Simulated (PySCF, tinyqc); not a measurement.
Inside a calculation. Method: CID on RHF in the sto-3g basis, frozen core, for HF, spin multiplicity 1. The lowest restricted solution is unstable here: a spin-polarised one lies 0.0537 hartree lower (PySCF). One step of it, computed by the program tinyqc.

Task: CID: roots. Diagonalise (each vector has its largest component positive (the first on a tie)); all determinants have Ms = 0, so triplets appear too. The lowest singlet root is the correlation energy.

Occupation strings over the orbitals (2 doubly, a alpha, b beta, 0 empty; spin orbitals ordered 1a 1b 2a 2b ...): 222220 222202 2a22b2 222022 220222 2b22a2 202222

H - E(HF) between determinants (hartree), order 222220, 222202, 2a22b2, 222022, 220222, 2b22a2, 202222:
```
[[0.000000, 0.261939, -0.023584, 0.027753, 0.027753, 0.023584, 0.091452],
 [0.261939, 0.603426, 0.045783, 0.030955, 0.030955, -0.045783, 0.119419],
 [-0.023584, 0.045783, 1.459187, 0.018978, 0.018978, -0.119419, 0.083779],
 [0.027753, 0.030955, 0.018978, 0.691842, 0.053770, -0.018978, 0.192457],
 [0.027753, 0.030955, 0.018978, 0.053770, 0.691842, -0.018978, 0.192457],
 [0.023584, -0.045783, -0.119419, -0.018978, -0.018978, 1.459187, -0.083779],
 [0.091452, 0.119419, 0.083779, 0.192457, 0.192457, -0.083779, 2.527708]]
```

Give: lowest roots of this matrix, relative to E(HF); lowest vectors; <S^2> of these roots; weight of the ground state by excitation level 0, 1, 2, ....

Result:

lowest roots of this matrix, relative to E(HF) (hartree): [-0.101, 0.638, 0.663, 0.729, 1.340, 1.567, 2.597]

lowest vectors, order 222220, 222202, 2a22b2, 222022, 220222, 2b22a2, 202222:
```
[[0.937, 0.000, 0.264, 0.225],
 [-0.347, 0.000, 0.747, 0.561],
 [0.024, 0.000, -0.015, -0.032],
 [-0.015, 0.707, -0.431, 0.550],
 [-0.015, -0.707, -0.431, 0.550],
 [-0.024, 0.000, 0.015, 0.032],
 [-0.016, 0.000, 0.030, -0.163]]
```

<S^2> of these roots: [0.000, 0.000, 0.000, 0.000, 2.000, 0.000, 0.000]

weight of the ground state by excitation level 0, 1, 2, ...: [0.877, 0.000, 0.123]

The reference has a weight of only 0.88: one determinant is a poor start here.
